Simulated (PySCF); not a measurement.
## H2S: PBE0 against B3LYP

Base calculation in PySCF with density fitting and no spin–orbit coupling, PBE0/def2-TZVP (no relativity): singlet, C2v, S–H 1.341 Å (×2); H–S–H 92.3°; wavenumbers 1209, 2725, 2741 cm⁻¹; dipole moment 1.16 D, gap between the highest occupied and lowest empty levels 8.07 eV, polar-tensor charge of S -0.12 e, atomisation energy (no zero-point energy) 749 kJ/mol.

**Question.** What changes on going to B3LYP/def2-TZVP (no relativity)?

**Answer.** The point group stays the same. Changes: mean bond to S +0.002 Å, smallest bond angle +0.3 degrees, highest wavenumber -44 cm⁻¹, lowest wavenumber +6 cm⁻¹, dipole moment -0.05 D, gap between the highest occupied and lowest empty levels -0.55 eV, polar-tensor charge of S +0.02 e, atomisation energy (no zero-point energy) +9 kJ/mol. The new structure has S–H 1.343 Å (×2); H–S–H 92.6°, with wavenumbers 1215, 2684, 2697 cm⁻¹.

The structures come from searches over a few start shapes, so lower isomers are not excluded.
